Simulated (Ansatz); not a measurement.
# How methods differ on BH5S (B(H2S)H3)

BH5S has 7 atoms, charge 0, and is taken as a singlet. As SMILES, `[H]B([H])([H])<-S`. The shape is that of a GFN2-xTB optimisation.

| atom | x (Å) | y (Å) | z (Å) |
| --- | --- | --- | --- |
| B | 0.1276 | -0.2172 | -0.8171 |
| S | 0.1341 | -0.2313 | 1.2224 |
| H | 0.5062 | 1.0375 | 1.4150 |
| H | -1.1544 | 0.0677 | 1.4148 |
| H | 1.2802 | -0.2170 | -1.0756 |
| H | -0.4530 | 0.7796 | -1.0818 |
| H | -0.4407 | -1.2192 | -1.0778 |

Each level gives the energy change with the B1–S2 bond stretched from 2.040 to 4.079 Å (eV). The values are calculated.

```
                        level                    kind  program  value (eV)  CPU time (all runs)
    SVWN5/STO-3G (restricted)                     LDA   Ansatz        2.85                1.3 s
     BLYP/STO-3G (restricted)                     GGA   Ansatz        2.17                  2 s
   r2SCAN/STO-3G (restricted)                meta-GGA   Ansatz        2.35                4.5 s
  r2SCAN0/STO-3G (restricted)         hybrid meta-GGA   Ansatz        2.30                4.8 s
CAM-B3LYP/STO-3G (restricted)  range-separated hybrid   Ansatz        2.22                2.3 s
  wB97M-V/STO-3G (restricted)  range-separated hybrid   Ansatz        2.26                 34 s
   B2PLYP/STO-3G (restricted)           double hybrid   Ansatz        2.07                  3 s
  RPA@PBE/STO-3G (restricted)                     RPA   Ansatz        2.01                  3 s
      MP2/STO-3G (restricted)     perturbation theory   Ansatz        1.90               0.17 s
     CCSD/STO-3G (restricted)   coupled cluster or CI   Ansatz        1.92               0.23 s
```

The first shape isn't each level's own minimum. The values span 1.90 to 2.85 eV. All rows use very small basis sets, so even the best lies far from the true value. Times are those of the runs behind each value, whatever else they computed, on shared processors of several kinds: orders of magnitude only.
